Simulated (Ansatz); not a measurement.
A nudged elastic band was laid between two geometries of C$_{2}$H$_{2}$ (4 atoms, charge 0, multiplicity 1).

All numbers below come from Ansatz, RKS PBE0/def2-SVP.

- movable images: 5
- climbing image: yes
- spring: 5.0 eV/Å²
- optimiser: lbfgs
- start path: through a guess of the saddle point
- force threshold: 0.05 eV/Å
- iteration limit: 60
- end points: relaxed
- largest step: 0.02 Å

First end point:

```xyz
4
Properties=species:S:1:pos:R:3
C 0.158 -0.547 0.202
C -0.158 0.547 -0.202
H 0.436 -1.521 0.562
H -0.436 1.521 -0.562
```

Last end point:

```xyz
4
Properties=species:S:1:pos:R:3
C 0.671 -0.828 -0.368
C -0.006 0.227 -0.176
H -0.147 -0.581 0.703
H -0.518 1.181 -0.158
```

(1) Which bonds break or form, and what moves?

(2) Give the energies along the band, and the barrier.

(3) What is the geometry of the highest image?

The band took 54 iterations and of the order of 60 core-seconds.

Answers

(1) Bonds formed: C2–H3.

(2) The run converged. The highest image is number 4 of 0 to 6, 1.99 eV above the first end and 0.04 eV above the last; the last end lies 1.95 eV above the first. Another band between the same ends (5 images) ends at a top of the same energy, where a vibrational analysis finds 1 clearly imaginary mode.

```tsv
image	path coordinate (Å)	energy (eV)	C2–H3 (Å)
0	0.00	0.00	2.28
1	0.35	0.27	2.21
2	0.70	0.93	2.01
3	1.05	1.66	1.72
4	1.39	1.99	1.39
5	1.51	1.97	1.29
6	1.63	1.95	1.20
```

(3) 
```xyz
4
Properties=species:S:1:pos:R:3
C 0.574 -0.807 -0.328
C -0.022 0.294 -0.224
H -0.028 -0.739 0.713
H -0.524 1.252 -0.161
```

The run took 62 s on 1 thread of Intel(R) Xeon(R) 6975P-C (Granite Rapids) (shared host), peak memory 0.092 GiB.
